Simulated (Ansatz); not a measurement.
## C₄H₇FN, SMILES [NH]C[C@@H]1C[C@H]1F: a single point in a Gaussian basis, step by step

Computed with the Ansatz DFT code, driven from Python.

The script reads `c4h7fn.xyz`:
```text
13

N     2.27610   -0.26150    0.30220
C     1.15550    0.02000   -0.58360
C    -0.07170    0.42440    0.24010
C    -0.95020   -0.72640    0.71470
C    -1.40840    0.16020   -0.43280
F    -2.39900    1.05340   -0.06600
H     2.57030    0.63470    0.75480
H     1.42380    0.85300   -1.26840
H     0.95810   -0.88050   -1.20480
H    -0.03430    1.31300    0.90630
H    -0.63380   -1.74400    0.40060
H    -1.47170   -0.53740    1.67690
H    -1.41490   -0.30890   -1.43990
```

The cells in order, each with its output:

**Cell 1**
```python
from pathlib import Path

import ansatz as az
import numpy as np
```

**Cell 2**
```python
BASIS = "6-31G*"
FUNCTIONAL = "b3lyp"
VDW = "d4"
```

**Cell 3**
```python
c4h7fn = az.Crystal.molecule_from_extxyz("c4h7fn.xyz")
```

**Cell 4**
```python
setup = (
    c4h7fn.calculation()
    .basis(gaussian=BASIS)
    .functional(FUNCTIONAL, dispersion=VDW)
    .spin("collinear", total=1)
    .forces()
    .orbitals()
)
done = setup.run(threads=1, pin="off", runs_dir="runs")
data = done.report
```

**Cell 5**
```python
data["n_occupied"], data["n_virtual"]
```
Output:
```text
([24, 23], [80, 81])
```

**Cell 6**
```python
print("reference energy %16.6f eV" % data["reference_energy_ev"])
print("total energy     %16.6f eV" % data["free_energy_ev"])
print("occupied orbitals outside the frozen core (up, down):", data["n_occupied"], " frozen:", data["n_frozen"], " virtual:", data["n_virtual"])
```
Output:
```text
reference energy     -8465.579349 eV
total energy         -8465.954955 eV
occupied orbitals outside the frozen core (up, down): [24, 23]  frozen: 0  virtual: [80, 81]
```

**Cell 7**
```python
symbols = [site.symbol for site in c4h7fn.cartesian_sites]
print("forces (eV/A)")
for symbol, f in zip(symbols, data["forces_ev_ang"]):
    print(f"  {symbol:2s} {f[0]:9.4f} {f[1]:9.4f} {f[2]:9.4f}")
```
Output:
```text
forces (eV/A)
  N     0.2573    0.0147    0.0611
  C     0.7050    0.7562    0.3543
  C    -0.4726   -0.4720   -0.6210
  C    -0.2518    0.2283   -0.2528
  C     0.6324   -0.3515    1.3448
  F    -0.0009   -0.2834   -0.8811
  H    -0.3804   -0.3582   -0.3287
  H    -0.1376   -0.1934    0.0154
  H    -0.0885    0.4115    0.3752
  H     0.1832   -0.5804   -0.6478
  H    -0.2822    0.6046    0.7874
  H     0.3411   -0.6357   -0.7140
  H    -0.5051    0.8593    0.5073
```

**Cell 8**
```python
charges = data["charge_distribution"]
print("dipole moment", round(4.803205 * float(np.linalg.norm(charges["dipole_moment_e_ang"])), 3), "D")
print("Mulliken:", [(s, round(q, 3)) for s, q in zip(symbols, charges["mulliken_charges_e"])])

lines = Path(data["orbitals_path"]).read_text().splitlines()
field_of = lambda key: [line.split("=")[1].strip() for line in lines if line.startswith(key)]
orbitals = [(27.211386 * float(e), s, float(n)) for e, s, n in zip(field_of("Ene="), field_of("Spin="), field_of("Occup="))]
homo = max(e for e, _, n in orbitals if n > 0.5)
lumo = min(e for e, _, n in orbitals if n < 0.5)
print(f"HOMO {homo:.3f} eV, LUMO {lumo:.3f} eV, gap {lumo - homo:.3f} eV")
```
Output:
```text
dipole moment 0.85 D
Mulliken: [('N', -0.436), ('C', -0.178), ('C', -0.143), ('C', -0.338), ('C', 0.182), ('F', -0.31), ('H', 0.282), ('H', 0.148), ('H', 0.148), ('H', 0.163), ('H', 0.162), ('H', 0.171), ('H', 0.149)]
HOMO -6.857 eV, LUMO -2.299 eV, gap 4.558 eV
```

Reading the output:
- Total energies depend on the basis set; only differences at equal settings carry meaning.
- The geometry is a force-field or estimated start, not a minimum of this method, and the basis set is short of its limit.
- The run takes the species as open-shell (spin multiplicity 2), which needn't be its ground state.
- Total less reference energy is the dispersion correction.
- b3lyp holds the VWN-RPA fit, as in Gaussian; the form of ORCA and Turbomole is b3lyp5.
- Levels such as HOMO and LUMO are orbital energies: with these approximate functionals they aren't the ionisation energy and electron affinity, and their gap isn't the fundamental gap.
- Run time: 10 s on 1 thread of Arm Neoverse V1, on a shared host, peak memory 0.35 GiB.
